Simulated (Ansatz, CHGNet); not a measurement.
## LA phonon frequency at X of zinc-blende GaSb: levels of theory against measurement

Reference value: 166 cm⁻¹ (measured, temperature not stated, not corrected to a static lattice; as tabulated in Giannozzi et al., Phys. Rev. B (1991)).

```
level (code)           value (cm⁻¹)  cell (Å³/atom)
---------------------  ------------  --------------
CHGNet-r²SCAN                    83           28.70
LDA (Ansatz)                    160           27.65
PBE (Ansatz)                    149           29.99
PBEsol (Ansatz)                 156           28.53
PBE-D3(BJ) (Ansatz)             157           28.78
r²SCAN (Ansatz)                 160           28.83
HSE06 (Ansatz)                  160           28.92
PBE0 (Ansatz)            (withheld)           28.81
Hartree–Fock (Ansatz)    (withheld)           30.14
```

Problem. What belongs in the gaps?

Solution. 
- PBE0 (Ansatz, a quantum-chemistry and plane-wave program), value (cm⁻¹): 162
- Hartree–Fock (Ansatz), value (cm⁻¹): 173

Differences against the reference: CHGNet-r²SCAN -50 %, LDA -3.6 %, PBE -10.2 %, PBEsol -6.0 %, PBE-D3(BJ) -5.4 %, r²SCAN -3.6 %, HSE06 -3.6 %, PBE0 -2.4 %, Hartree–Fock +4.2 %.

Once the reference is moved by up to 3.0 % (a margin picked here for doubts on the reference and the settings, and for temperature and zero-point motion) and values within 1.0 % count as equal, the nearest can be PBE0 (-2.4 %), LDA (-3.6 %), r²SCAN (-3.6 %), HSE06 (-3.6 %) or Hartree–Fock (+4.2 %). Farthest off among them: CHGNet-r²SCAN (-50 %).

The reference isn't brought to a static lattice, while the calculations are for one, so the differences are not the levels' errors alone.  LDA, PBE, PBEsol, PBE-D3(BJ): the solid has no gap at this level, which affects its response. PBE-D3(BJ): the dispersion coefficients are held fixed in the derivatives. Each level is taken at its own relaxed cell. Cutoffs and k meshes differ between the levels. Ansatz's density-functional and Hartree–Fock values are scalar-relativistic unless marked +SOC, with PAW data made under PBE.

Machine-learned potentials (CHGNet-r²SCAN) are trained on DFT data: a solid inside that data is no test of them.

Differences are worked out from the printed values.
